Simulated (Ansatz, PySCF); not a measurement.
## Smallest direct gap on the k points sampled of rock-salt MgS at several levels of theory

No measured value is used here.

```csv
level (code),value (eV)
LDA (Ansatz),3.48
PBE (Ansatz),3.72
PBEsol (Ansatz),3.59
RPBE (Ansatz),3.89
r²SCAN (Ansatz),4.64
B3LYP (VWN-RPA form) (Ansatz),5.31
Hartree–Fock (Ansatz),11.74
G0W0@Hartree–Fock (PySCF),7.21 ± 0.09
G0W0@PBE (PySCF),5.25 ± 0.05
```

At these levels the smallest gap is indirect and lower: LDA 2.56, PBE 2.79, PBEsol 2.70, RPBE 2.94, r²SCAN 3.46, B3LYP (VWN-RPA form) 4.22, Hartree–Fock 10.33, G0W0@Hartree–Fock 6.27, G0W0@PBE 4.47 eV. Computed values are for a static lattice.  A ± on a computed value is a rough bar: the spread of its extrapolation, a floor set from checks against published values, or a statistical error. Values are at the measured cell. Cutoffs and k meshes differ between the levels. Ansatz's density-functional and Hartree–Fock values are scalar-relativistic unless marked +SOC, with PAW data made under PBE.

Ansatz is a program for electronic structure.
